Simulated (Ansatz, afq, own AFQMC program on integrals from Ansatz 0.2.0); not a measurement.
Atomization energy of BNH, quartet, worked out

```
atom   x (Å)    y (Å)    z (Å)
   B  0.0000  -0.1852   0.7730
   N  0.0000   0.0874  -0.7050
   H  0.0000   0.7718   1.5065
```

Connectivity, by distances: BH–N.

Basis cc-pVDZ. Only valence electrons are correlated. Integrals, coupled cluster, full CI and functionals: Ansatz 0.2.0; the random walks run on the same integrals in our own AFQMC program. ph-AFQMC/CISD is guided by a CISD state made of CCSD amplitudes; releasing the constraint for a short imaginary time cuts its bias at the price of noise, slowly where states lie close. Uncertainties: one standard error, sampling alone.

Total energies in eV. CBS is CCSD(T) at the limit of def2-TZVPP/QZVPP (extrapolated itself); the highest rung of each member is named.

Cautions: BNH (quartet): lower spins were not checked.

```json
{"member": "B (doublet)", "count": "+1", "CCSD(T)/cc-pVDZ": "-669.1119", "highest rung in cc-pVDZ": "-669.1218", "which": "FCI", "CCSD(T)/CBS": "-669.4648"}
{"member": "N (quartet)", "count": "+1", "CCSD(T)/cc-pVDZ": "-1482.4355", "highest rung in cc-pVDZ": "-1482.4402", "which": "FCI", "CCSD(T)/CBS": "-1483.8573"}
{"member": "H (doublet)", "count": "+1", "CCSD(T)/cc-pVDZ": "-13.5861", "highest rung in cc-pVDZ": "-13.5861", "which": "FCI", "CCSD(T)/CBS": "-13.6059"}
{"member": "BNH, quartet", "count": "-1", "CCSD(T)/cc-pVDZ": "-2170.4738", "highest rung in cc-pVDZ": "-2170.5046", "which": "CCSDTQ", "CCSD(T)/CBS": "-2173.0400"}
```

Task: Work out the best estimate of the atomization energy: the CCSD(T)/CBS difference plus the step from CCSD(T) to the highest rung.

Result: Sums with the counts: CCSD(T)/CBS 6.1120 eV, highest rung 5.3565 eV, CCSD(T)/cc-pVDZ 5.3403 eV. The step is 5.3565 − 5.3403 = 0.0162 eV, so the best estimate is 6.1120 + (0.0162) = 6.1282 eV = 591.3 kJ/mol. The basis set is worth 0.772 eV of it. Zero-point, core-correlation and spin–orbit terms aren't in it.

Best estimates are given only where the step beyond CCSD(T) is under 0.3 eV and no member's determinant is very poor (T1 over 0.05, or 0.07 for open shells, ⟨S²⟩ too high by 0.3, two states mixed), so the hardest cases are missing from such tables.

CCSDT and higher add their correlation energy to the determinant of the CCSD(T) run, since their own runs factorise the integrals more tightly (a shift of under 2 meV). Each member of a difference takes its own highest rung, so a best estimate needn't equal the limit plus the step of one row.
